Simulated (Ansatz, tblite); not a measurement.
**The cluster Ag₂Pd₂−: rung by rung**

The task here is to estimate one member of a computed series from the others.

Computed with Ansatz 0.2.0, Gaussian basis. Level: as each input shows.

The runs, in order: GFN1-xTB, GFN2-xTB, PBE-D4/def2-TZVPD, r2SCAN-D4/def2-TZVPD, B3LYP-D4/def2-TZVPD, BLYP-D4/def2-TZVPD, B2PLYP/def2-TZVPD, r2SCAN0-D4/def2-TZVPD, BHLYP-D4/def2-TZVPD, PBE+5HF/def2-TZVPD, PBE+10HF/def2-TZVPD, PBE+15HF/def2-TZVPD, PBE+35HF/def2-TZVPD, PBE+50HF/def2-TZVPD, PBE-D4/def2-SVPD, PBE0-D4/def2-SVPD, MP2/def2-TZVPD, RPA/def2-TZVPD.

1 further run of the same task is left out (set aside as unsound or not needed). Runs told in other sessions of the task aren't counted.

### The relaxed structure

The geometry is that of the doublet, from an earlier relaxation (r2SCAN-D4/def2-SVPD). At that level it is the lowest of the isomers that a small search found.

4 atoms, charge -1, spin multiplicity 2.

Bond lengths: Pd1–Pd2 2.514 Å, Pd1–Ag3 2.600 Å, Pd1–Ag4 2.758 Å, Pd2–Ag3 2.756 Å, Pd2–Ag4 2.600 Å. Angles: Pd2–Pd1–Ag3 65.2°, Pd2–Pd1–Ag4 58.9°, Ag3–Pd1–Ag4 124.1°, Pd1–Pd2–Ag3 58.9°, Pd1–Pd2–Ag4 65.2°, Ag3–Pd2–Ag4 124.1°, Pd1–Ag3–Pd2 55.9°, Pd1–Ag4–Pd2 55.9°.

As a file:

```xyz
4
Ag2Pd2
Pd    0.79492   -0.97474   -0.00921
Pd   -0.79378    0.97415    0.01048
Ag    1.93447    1.36233    0.00839
Ag   -1.93561   -1.36174   -0.00967
```

Ag, Pd take a core potential in the def2 sets. No spin-orbit coupling is included. The ion is computed in the gas phase, without counter-ions or solvent.

PBE0-D4/def2-TZVPD was run before; its log isn't repeated, and its numbers join the tables.

The first run:

Tight binding, by tblite at 300 K electronic temperature and without a spin-polarisation term:

```python
tblite.interface.Calculator('GFN1-xTB', numbers, positions, charge=-1, uhf=1).singlepoint()
```

Tight binding, by tblite at 300 K electronic temperature and without a spin-polarisation term:

```python
tblite.interface.Calculator('GFN2-xTB', numbers, positions, charge=-1, uhf=1).singlepoint()
```

start.molden holds the orbitals of an earlier run on this state, given as this run's starting guess.

The input, in.yaml:

```yaml
crystal:
  periodic: [false, false, false]
  atoms:
    - {symbol: Pd, position_ang: [0.794919, -0.974735, -0.009210]}
    - {symbol: Pd, position_ang: [-0.793776, 0.974145, 0.010482]}
    - {symbol: Ag, position_ang: [1.934472, 1.362332, 0.008395]}
    - {symbol: Ag, position_ang: [-1.935614, -1.361742, -0.009667]}
basis:
  gaussian: {orbitals: def2-TZVPD, initial_orbitals: start.molden}
total_charge: -1
magnetization: {spin_polarized: true, initial_magnetization: 1}
hamiltonian: {xc: pbe, dispersion: d4}
scf: {omitted_lower_state_checks: [starts]}
output: {forces: true, orbitals: {seedname: orbitals}}
```

Launch:

```
$ ansatz run in.yaml --threads 4 --pin off --events-out ev --progress --plain --max-ram 3916MiB
```

Steps of the session up to this table: PBE-D4/def2-TZVPD; r2SCAN-D4/def2-TZVPD; B3LYP-D4/def2-TZVPD; BLYP-D4/def2-TZVPD; B2PLYP/def2-TZVPD; r2SCAN0-D4/def2-TZVPD; BHLYP-D4/def2-TZVPD; PBE+5HF/def2-TZVPD; PBE+10HF/def2-TZVPD; PBE+15HF/def2-TZVPD; PBE+35HF/def2-TZVPD; PBE+50HF/def2-TZVPD; PBE-D4/def2-SVPD; PBE0-D4/def2-SVPD; MP2/def2-TZVPD; RPA/def2-TZVPD.

One of the session's tables, all rows but one given; the rest of the session is left out.

It belongs to the step «Levels side by side». 

```
                level  HOMO (eV)  LUMO (eV)  gap (eV)
     PBE-D4/def2-SVPD       0.04       0.21      0.17
    PBE-D4/def2-TZVPD       0.01       0.19      0.18
   BLYP-D4/def2-TZVPD       0.04       0.22      0.18
 r2SCAN-D4/def2-TZVPD      -0.02       0.34      0.36
  B3LYP-D4/def2-TZVPD      -0.49       0.80      1.30
    PBE0-D4/def2-SVPD      -0.48       1.10      1.58
   PBE0-D4/def2-TZVPD      -0.49       1.11      1.61
r2SCAN0-D4/def2-TZVPD      -0.59       1.21      1.79
  BHLYP-D4/def2-TZVPD          ?          ?         ?
   PBE+5HF/def2-TZVPD      -0.11       0.37      0.48
  PBE+10HF/def2-TZVPD      -0.22       0.55      0.77
  PBE+15HF/def2-TZVPD      -0.32       0.74      1.06
  PBE+35HF/def2-TZVPD      -0.64       1.51      2.16
  PBE+50HF/def2-TZVPD      -0.88       2.12      2.99
```

Q: Estimate the row for BHLYP-D4/def2-TZVPD from the others.

Worked estimate for «HOMO (eV)». Against the share of exact exchange, BLYP-D4/def2-TZVPD (0, 0.04), B3LYP-D4/def2-TZVPD (0.2, -0.49) give a slope of -2.65 per unit share; at 0.5 the line stands at -1.28.

**Answer.** HOMO (eV): -0.82; LUMO (eV): 2.13; gap (eV): 2.95. In «HOMO (eV)» the line misses by -0.46.
